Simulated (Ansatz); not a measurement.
Program: Ansatz. Geometries: PBE0-D4/def2-TZVP. ΔE: electronic, gas phase. CCSD(T)/CBS adds triple-zeta CCSD(T) − MP2 to the extrapolated MP2 energy (def2 sets, frozen cores). This one scheme is used for every species. Functionals use def2-TZVPP. One conformer a species, not always the lowest.

`C=CCC#N` + H–F → `N#CCF` + `C=C`  (substitution at a C–C bond)

```json
{"level": "ωB97M-V", "ΔE (kJ/mol)": "76.1"}
{"level": "CCSD(T)/def2-TZVPP", "ΔE (kJ/mol)": "81.6"}
```

(1) What does CCSD(T)/CBS give? (An estimate is asked.)

Largest T1 diagnostic among the species: 0.013.

Answers

(1) Computed: +87.5 kJ/mol. The listed levels differ from it by -11.4, -5.9 kJ/mol.

The D4 term adds +8.8 kJ/mol with B3LYP and +4.9 kJ/mol with PBE0; it sums over pairs of atoms, weighted by their polarisabilities, and B3LYP, whose exchange is more repulsive, gets the larger term. From PBE to PBE0 (25 % exact exchange), in def2-TZVPP and without D4, ΔE moves by +5.9 kJ/mol. In def2-TZVPP, CCSD(T) changes the Hartree–Fock value by +22.2 kJ/mol (the triples alone add +2.2 kJ/mol) and MP2 by +35.1 kJ/mol.

B3LYP here is the variant with VWN-RPA as its local correlation; programs differ in this.
